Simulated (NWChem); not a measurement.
**A calculation on ammonia (H3N)**

```xyz
4

N      0.0016     0.1283     0.0000
H     -0.4728    -0.2934     0.8124
H     -0.4728    -0.2934    -0.8124
H      0.9343    -0.3110     0.0000
```
Charge 0, spin multiplicity 1.

All runs are NWChem calculations. The geometry was optimised at PBE/def2-SVP, a minimum by its harmonic frequencies.

Symmetry labels belong to the abelian group Cs used in the runs, with the axes of the coordinates shown; states degenerate in a higher group split over its labels.

### Question
List the lowest 6 singlet excitations that TD-PBE/def2-SVPD gives, with oscillator strengths.

### Answer
| state | symmetry | energy (eV) | wavelength (nm) | f |
|---|---|---|---|---|
| 1 | a' | 6.57 | 189 | 0.083 |
| 2 | a" | 8.73 | 142 | 0.024 |
| 3 | a' | 8.73 | 142 | 0.024 |
| 4 | a" | 10.41 | 119 | 0.000 |
| 5 | a' | 10.41 | 119 | 0.000 |
| 6 | a' | 11.15 | 111 | 0.034 |
